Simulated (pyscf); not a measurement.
Single points on ωB97X-D3(BJ)/def2-SVP structures (PySCF, gas phase).

Task: Estimate by transition-state theory (the high-pressure limit) the rate constant of O=Ru(=O)(=O)(OH)–OH -> O=Ru(=O)(=O)=O + water (H₂O) (singlet surface; O–Ru, H–O broken, H–O formed) at 298 K, with ωB97M-D3(BJ)/def2-TZVP energies (ideal gas, 1 atm, RRHO with modes under 100 cm⁻¹ raised to 100, one conformer, R ln 2 for chiral ones without a mode under 150 cm⁻¹; no tunnelling).

Result: The electronic barrier is 9.3 kcal/mol and the thermal terms add -2.5, so ΔG‡ = 6.7 kcal/mol. With k_BT/h = 6.21e+12 s⁻¹ and RT = 0.592 kcal/mol, k = 7.4e+07 s⁻¹, a half-life of 9.3e-09 s through this channel alone. Wigner's tunnelling factor for 1125i cm⁻¹ would be 2.23, likely too low at so high a frequency. A shift of 1 kcal/mol in the barrier changes k by a factor 5.4. On the product side the descent ends in a complex (not fully relaxed), 4.7 kcal/mol under the separated species and 36.9 kcal/mol under the saddle at ωB97X-D3(BJ)/def2-TZVP. One saddle was located; it need not be the lowest between these sides. 2 of the closed-shell references are unstable towards spin polarisation; treat their single-reference values with care. Elements past Kr carry the def2 core potentials, without spin-orbit coupling.
